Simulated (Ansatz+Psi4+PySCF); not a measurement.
## singlet N₂: levels of theory in one basis

```yaml
atoms:
  - { symbol: N, position_ang: [0.0000, 0.0000, 0.5650] }
  - { symbol: N, position_ang: [0.0000, 0.0000, -0.5650] }
```

Basis set: cc-pVTZ (spherical functions). Left uncorrelated: 2 orbitals. Charge 0, multiplicity 1.

Computed with Ansatz (development build ahead of 0.2.0) and Psi4 1.11; each method stands on the lowest determinant of its kind that the runs found.

| method | E − E(RHF) (eV) | <S²> of the determinant |
| --- | --- | --- |
| RHF | 0.00 | 0.00 |
| RHF-MP2 | -10.42 | – |
| RHF-CCSD(T) | -10.83 | – |

What does RHF-CCSD give on the same scale?

-10.29 eV.
